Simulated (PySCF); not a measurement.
**Computed NMR parameters against published values**

Atom-mapped SMILES (the numbers label the heavy atoms): `[CH2:1]=[CH:2][F:3]`; H(Xn) means a hydrogen on atom n. Ha(C1) is cis to F3; Hb(C1) is trans to F3.

Published estimates (parent shift plus substituent increments) and measurements: δ 19F F3 -113.0 ppm (measured; G. Saielli, R. Bini, A. Bagno, Computational 19F NMR. 2. Organic compounds, RSC Adv. 2014, ESI (exp. from Berger-Braun-Kalinowski 1994 and Everett 1995)).
δ 13C C2 148.2; C1 89.0 ppm (estimated from measurements, as parent shift plus tabulated substituent increment; solution, not stated per compound (mostly CDCl3 or CCl4); Pretsch, Buehlmann, Badertscher, Structure Determination of Organic Compounds, 4th ed. (2009)).
δ 1H H(C2) 6.17; Ha(C1) 4.37; Hb(C1) 4.03 ppm (measured; solution, not stated per compound (mostly CDCl3 or CCl4); Pretsch, Buehlmann, Badertscher, Structure Determination of Organic Compounds, 4th ed. (2009)).
σ 19F F3 324.2 ppm (CCSD(T)/13s9p4d3f; gas (isolated, no vibration); M. E. Harding, PhD thesis, Mainz 2008 (Harding, Lenhart, Auer, Gauss, JCP 2008, 128, 244111)).
σ 19F F3 313.9 ppm (CCSD(T)/13s9p4d3f + vibration and temperature (MP2); gas, 300 K; M. E. Harding, PhD thesis, Mainz 2008 (Harding, Lenhart, Auer, Gauss, JCP 2008, 128, 244111)). Coupling constants: 3J(Hb(C1),H(C2)) (cis) 4.7 Hz, 3J(Ha(C1),H(C2)) (trans) 12.8 Hz, 3J(H(C2),Hb(C1)) (cis) 4.7 Hz, 3J(H(C2),Ha(C1)) (trans) 12.8 Hz, 2J(Hb(C1),Ha(C1)) -3.2 Hz, 1J(C2,H(C2)) 200.2 Hz.

Theoretical values (PySCF): geometry: GFN2-xTB, PBE0/pcSseg-1 with gauge-including orbitals, couplings computed with B3LYP/pcJ-1. A single conformation, no solvent model, non-relativistic Hamiltonian.

Question: How close does the calculation come?

Answer: 
Reference values: measured (G. Saielli, R. Bini, A. Bagno, Computational 19F NMR. 2. Organic compounds, RSC Adv. 2014, ESI (exp. from Berger-Braun-Kalinowski 1994 and Everett 1995)).
```tsv
atoms	quantity	reference	computed	computed, scaled
F3	δ 19F vs CFCl3	-113.0	-105.4	-103.4
```

Reference values: estimated from measurements, as parent shift plus tabulated substituent increment (solution, not stated per compound (mostly CDCl3 or CCl4); Pretsch, Buehlmann, Badertscher, Structure Determination of Organic Compounds, 4th ed. (2009)).
```csv
atoms,quantity,reference,computed,"computed, scaled"
C2,δ 13C,148.2,165.4,159.0
C1,δ 13C,89.0,100.1,95.4
```

Reference values: measured (solution, not stated per compound (mostly CDCl3 or CCl4); Pretsch, Buehlmann, Badertscher, Structure Determination of Organic Compounds, 4th ed. (2009)).
```json
{"atoms": "H(C2)", "quantity": "δ 1H", "reference": "6.17", "computed": "6.94", "computed, scaled": "6.64"}
{"atoms": "Ha(C1)", "quantity": "δ 1H", "reference": "4.37", "computed": "5.11", "computed, scaled": "4.91"}
{"atoms": "Hb(C1)", "quantity": "δ 1H", "reference": "4.03", "computed": "4.67", "computed, scaled": "4.50"}
```

Reference values: CCSD(T)/13s9p4d3f (gas (isolated, no vibration); M. E. Harding, PhD thesis, Mainz 2008 (Harding, Lenhart, Auer, Gauss, JCP 2008, 128, 244111)).
```csv
atoms,quantity,reference,computed
F3,σ 19F,324.2,276.4
```

Reference values: CCSD(T)/13s9p4d3f + vibration and temperature (MP2) (gas, 300 K; M. E. Harding, PhD thesis, Mainz 2008 (Harding, Lenhart, Auer, Gauss, JCP 2008, 128, 244111)).
| atoms | quantity | reference | computed |
| --- | --- | --- | --- |
| F3 | σ 19F | 313.9 | 276.4 |

Absolute shieldings are compared as such; zero-point and thermal motion, absent here, lowers them by some tenths of a ppm for H, a few ppm for C and up to about 10 ppm for F.

Computed shifts are σ(ref) − σ with the named reference compound (TMS for H and C) calculated as an isolated molecule at the same level. The measured values may be among those fitted. Shieldings were converted by linear fits to measured shifts (mostly CDCl3, TMS scale, for H and C): 13C: δ = 179.97 − 0.974σ (rms 2.1 ppm, 958 shifts, 2.3 ppm with the 13 outliers that the fit left out); 1H: δ = 30.01 − 0.943σ (rms 0.17 ppm, 504 shifts, 0.18 ppm with the 4 outliers that the fit left out); 19F: δ = 146.13 − 0.903σ +14.6 on sp3 carbon (rms 6.0 ppm, 223 shifts, 7.0 ppm with the 5 outliers that the fit left out vs CFCl3, solution or neat liquid). A few per cent of atoms miss by over 2 rms, more outside the fitted compound classes.

Coupling constants in Hz:
```tsv
coupling	reference	computed	source
3J(Hb(C1),H(C2)) cis	4.7	5.6	measured; UCL NMR lecture notes, Spin-Spin Coupling (L3_3_97)
3J(Ha(C1),H(C2)) trans	12.8	13.7	measured; UCL NMR lecture notes, Spin-Spin Coupling (L3_3_97)
3J(H(C2),Hb(C1)) cis	4.7	5.6	measured; solution (compiled); Pretsch, Buehlmann, Badertscher, Structure Determination of Organic Compounds, 4th ed., Springer 2009
3J(H(C2),Ha(C1)) trans	12.8	13.7	measured; solution (compiled); Pretsch, Buehlmann, Badertscher, Structure Determination of Organic Compounds, 4th ed., Springer 2009
2J(Hb(C1),Ha(C1))	-3.2	-4.5	measured; UCL NMR lecture notes, Spin-Spin Coupling (L3_3_97)
1J(C2,H(C2))	200.2	203.3	measured; liquid or solution (compiled); San Fabian, Garcia de la Vega, Suardiaz et al., Magn. Reson. Chem. 2013, 51, 775 (SI)
```

Question: How far are the unscaled 13C shifts from the references?

Answer: Mean signed difference +14.15 ppm, mean absolute 14.15 ppm over 2 comparisons; the largest is +17.2 ppm at C2 (alkene CH).

Question: How far are the unscaled 1H shifts from the references?

Answer: Mean signed difference +0.72 ppm, mean absolute 0.72 ppm over 3 comparisons; the largest is +0.77 ppm at H(C2) (hydrogen on an alkene CH).

Question: How far are the unscaled 19F shieldings from the references?

Answer: Mean signed difference -42.65 ppm, mean absolute 42.65 ppm over 2 comparisons; the largest is -47.8 ppm at F3 (vinylic fluorine).

14 of the 19 published NMR values on file for this molecule are compared. The rest: values whose atom or origin is in doubt, other calculations.

Common functionals overestimate the size of one-bond C–F couplings by tens of Hz; these are unscaled. Unscaled 3J(H,H) at this level run about 10 % above measured values.
